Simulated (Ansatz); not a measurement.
# CH2Al (quartet): from Hartree-Fock to the top rungs, def2-QZVPP

The task here is to estimate one member of a computed series from the others.

Program: Ansatz 0.2.0, Gaussian basis. Level of theory: def2-QZVPP, core rule «outside noble gas», up to 6 orbitals frozen. These are calculated values, not measurements.

The runs, in order: UHF; ROHF; CCSD(T) on UHF.

2 further runs of the same task are left out: 2 set aside as unsound or not needed.

### What is computed

The geometry is a PBE0/def2-TZVP stationary point (not a proven minimum) of the parent state, kept for this charge and spin.

4 atoms, charge 0, spin multiplicity 4.

Atoms are counted from 1 here; the program's logs count them from 0.

Bond lengths: Al1–C2 1.971 Å, C2–H3 1.094 Å, C2–H4 1.094 Å. Angles: Al1–C2–H3 125.0°, Al1–C2–H4 125.0°, H3–C2–H4 109.9°.

Coordinates:

```xyz
4

Al    0.0000    0.0000    0.7050
C     0.0000    0.0000   -1.2658
H     0.0000   -0.8961   -1.8941
H     0.0000    0.8961   -1.8941
```

The first run:

Input file in.yaml:

```yaml
crystal:
  periodic: [false, false, false]
  atoms:
    - {symbol: Al, position_ang: [0.000000, 0.000000, 0.704959]}
    - {symbol: C, position_ang: [0.000000, 0.000000, -1.265754]}
    - {symbol: H, position_ang: [0.000000, -0.896128, -1.894102]}
    - {symbol: H, position_ang: [0.000000, 0.896128, -1.894102]}
basis:
  gaussian: {orbitals: "def2-QZVPP.json"}
magnetization: {spin_polarized: true, initial_magnetization: 3}
hamiltonian: {xc: hf}
output: {orbitals: {seedname: orbitals}}
```

Launch:

```sh
$ ansatz run in.yaml --threads 1 --pin off --events-out ev --progress --plain --max-ram 4096MiB --backend cpu
```

Among the steps run: UHF; ROHF; CCSD(T) on UHF.

One table of the session follows, with a row left open; its other results are not shown here.

| method | from UCCSD(T) (meV) |
| --- | --- |
| ROHF | +6090.7 |
| UHF | +5962.7 |
| UMP2 | ? |
| UCCSD | +232.8 |
| UCCSD(T) | 0 |

Estimate the missing values for UMP2.

As computed: from UCCSD(T) (meV): +827.9. In the column «from UCCSD(T) (meV)» it lies between UCCSD (+232.8) and UHF (+5962.7).
